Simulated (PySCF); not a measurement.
**Calculated properties of `C=COC`**

Compound: C3H6O.
Atom-mapped SMILES: `[CH2:1]=[CH:2][O:3][CH3:4]` (hydrogens: H5, H6 on C1; H7 on C2; H8, H9, H10 on C4)

Some functional groups and rings: C=C double bond and ether.

GFN2-xTB geometry:

| Property | Result |
| --- | --- |
| Point group of the GFN2-xTB geometry | Cs |
| Rotational constants A, B, C of the GFN2-xTB geometry | 18.831, 6.319, 4.878 GHz |

**B3LYP/def2-SVPD ground state and vertical TDDFT (core frozen in the response) (PySCF)**

| Item | Value |
| --- | --- |
| Dipole moment | 0.98 D |
| HOMO energy | -6.60 eV |
| LUMO energy | 0.53 eV |
| HOMO–LUMO gap | 7.13 eV |
| Lowest singlet excitation | 6.21 eV (200 nm, f = 0.040) |
| Strongest line among the 8 lowest singlet transitions | S3 at 7.12 eV (174 nm, f = 0.286) |
| Lowest triplet excitation (Tamm–Dancoff) | 4.56 eV |
| Static isotropic polarisability | 43.5 au |
| Electronic spatial extent ⟨r²⟩ about the centre of nuclear charge | 291 bohr² |

Monoisotopic mass (most abundant isotopes): 58.0419 u.

No computed singlet falls in the visible range (750 to 380 nm, 1.65 to 3.26 eV); S1 lies 2.95 eV above its blue end. The polarisability is 6.44 Å³ as a volume (1 au = 0.148185 Å³), or 1.36 au for each of the 32 electrons. S1 lies 0.92 eV below the HOMO–LUMO gap; its leading configuration is HOMO→LUMO, weight 0.97. The 8 singlets span 6.21 to 8.55 eV, and their oscillator strengths add up to 0.39. The largest Löwdin shares of the HOMO are 0.36 on C1, 0.27 on O3, 0.23 on C2 and 0.04 on H5.

Isolated species at its GFN2-xTB geometry (one conformer only).

Conformer computed: `[CH2:1]=[CH:2][O:3][CH3:4]`: C1–C2–O3–C4 0°.
